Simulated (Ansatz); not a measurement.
# BHF+ (triplet): from Hartree-Fock to the top rungs, def2-TZVPP

An exercise on one series of results from a longer session: the logs are not shown, and one member is left open.

Method: def2-TZVPP, core rule «outside noble gas», up to 2 orbitals frozen; program: Ansatz 0.2.0, Gaussian basis.

To be run: UHF; ROHF; CCSD(T) on UHF.

2 further runs of the same task are left out: 2 set aside as unsound or not needed.

**The system**

The geometry is a PBE0/def2-TZVP stationary point (not a proven minimum) of the parent state, kept for this charge and spin.

3 atoms, charge 1, spin multiplicity 3.

Atoms are counted from 1 here; the program's logs count them from 0.

Bond lengths: B1–F2 1.301 Å, B1–H3 1.206 Å. Angles: F2–B1–H3 121.0°.

Set-up of the first run:

Input file in.yaml:

```yaml
crystal:
  periodic: [false, false, false]
  atoms:
    - {symbol: B, position_ang: [0.000000, -0.193343, 0.758138]}
    - {symbol: F, position_ang: [0.000000, 0.073312, -0.515115]}
    - {symbol: H, position_ang: [0.000000, 0.691921, 1.577603]}
basis:
  gaussian: {orbitals: def2-TZVPP}
total_charge: 1
magnetization: {spin_polarized: true, initial_magnetization: 2}
hamiltonian: {xc: hf}
output: {orbitals: {seedname: orbitals}}
```

Launch:

```
> ansatz run in.yaml --threads 1 --pin off --events-out ev --progress --plain --max-ram 4096MiB --backend cpu
```

Steps of the session up to this table: UHF; ROHF; CCSD(T) on UHF.

One of the session's tables, all rows but one given; the rest of the session is left out.

```
  method  from UCCSD(T) (kcal/mol)
    ROHF                         ?
     UHF                   +198.75
    UMP2                    +11.31
   UCCSD                     +7.52
UCCSD(T)                         0
```

Q: Estimate the row for ROHF from the others.

The run gave: from UCCSD(T) (kcal/mol): +199.90. In the column «from UCCSD(T) (kcal/mol)» it is the highest.
